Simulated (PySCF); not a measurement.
Species: 3-mercapto-2-butanone, C4H8OS.
Z-matrix (Å and degrees, GFN2-xTB geometry), rows numbered from 1:
```
C 
C   1  1.5033
O   2  1.2043  1  123.74
C   2  1.5209  1  114.50  3  -178.10
C   4  1.5164  2  113.48  1  -156.00
S   4  1.8433  2  104.16  1    82.79
H   1  1.0891  2  108.70  3  -107.70
H   1  1.0873  2  110.46  3   133.71
H   1  1.0865  2  110.22  3    11.70
H   4  1.0914  2  111.19  1   -28.74
H   5  1.0883  4  109.91  2   -48.96
H   5  1.0872  4  110.59  2  -169.65
H   5  1.0884  4  109.70  2    70.03
H   6  1.3309  4   95.62  2    61.61
```

Method: B3LYP/def2-SVPD in PySCF (dipole) on a GFN2-xTB geometry, gas phase.

Masses are those of the commonest isotopes; rigid-rotor values at the optimised geometry. The values belong to one conformer with, in the numbering `[CH3:1][C:2](=[O:3])[C@H:4]([CH3:5])[SH:6]`, C1–C2–C4–C5 -156°, C2–C4–S6–H 62°.

Give the principal moments of inertia and the rotational constants in cm⁻¹.

Ia = 141.34, Ib = 216.11, Ic = 284.05 u·Å²; 505379 MHz·u·Å²/I gives 3576, 2339 and 1779 MHz, that is A = 0.11927, B = 0.07801, C = 0.05935 cm⁻¹.

What kind of rotor is it?

An asymmetric top; Ray's κ = -0.377.

What does the inertial defect say?

Not planar: Δ = Ic − Ia − Ib = -73.40 u·Å². For a rigid frame Δ = −2 Σ m c², so Σ m c² = 36.70 u·Å² lies off the ab plane: 9.92 from hydrogen and 26.78 from heavier atoms. The atom farthest from that plane is 1.65 Å away.

Give the other two planar moments, Paa and Pbb, and the rms extents of the mass along the axes.

Paa = Σ m a² = (Ib + Ic − Ia)/2 = 179.41 and Pbb = Σ m b² = (Ia + Ic − Ib)/2 = 104.64 u·Å². With the mass M = 104.03 u, the rms extents √(P/M) along a, b and c are 1.31, 1.00, 0.59 Å.

Which lines would a microwave search look for?

The dipole components are |μa| = 0.30 D, |μb| = 0.41 D, |μc| = 2.09 D. The squared components, which scale the intensities, stand as 0.02 : 0.04 : 1.00 (a : b : c). Some lines, for components of 0.1 D or more:

| type | branch | J(Ka,Kc) | MHz | lower level (cm⁻¹) |
| --- | --- | --- | --- | --- |
| c | Q | 2(1,2) ← 2(0,2) | 829 | 0.407 |
| a | Q | 2(1,1) ← 2(1,2) | 1678 | 0.435 |
| b | Q | 1(1,0) ← 1(0,1) | 1796 | 0.137 |
| b | Q | 2(2,0) ← 2(1,1) | 3862 | 0.491 |
| b | Q | 2(2,1) ← 2(1,2) | 5389 | 0.435 |
| b | R | 2(0,2) ← 1(1,1) | 6847 | 0.179 |
| a | R | 2(1,2) ← 1(1,1) | 7676 | 0.179 |
| a | R | 2(1,1) ← 1(1,0) | 8795 | 0.197 |
| b | R | 2(1,2) ← 1(0,1) | 8913 | 0.137 |
| b | R | 3(1,2) ← 2(2,1) | 9370 | 0.614 |
| c | R | 2(1,1) ← 1(0,1) | 10591 | 0.137 |
| b | R | 3(0,3) ← 2(1,2) | 10981 | 0.435 |
| b | R | 3(1,3) ← 2(0,2) | 12258 | 0.407 |
| b | R | 3(2,2) ← 2(1,1) | 16064 | 0.491 |
| b | R | 3(2,1) ← 2(1,2) | 18437 | 0.435 |
| b | R | 3(3,1) ← 2(2,0) | 19870 | 0.619 |
| b | R | 3(3,0) ← 2(2,1) | 20048 | 0.614 |

Whether it is a minimum is left open (no frequencies). These are rigid-rotor constants of the computed structure; measured ground-state constants (B0) also hold zero-point vibration. A rigid rotor knows nothing of internal rotation, which can split or shift real lines.
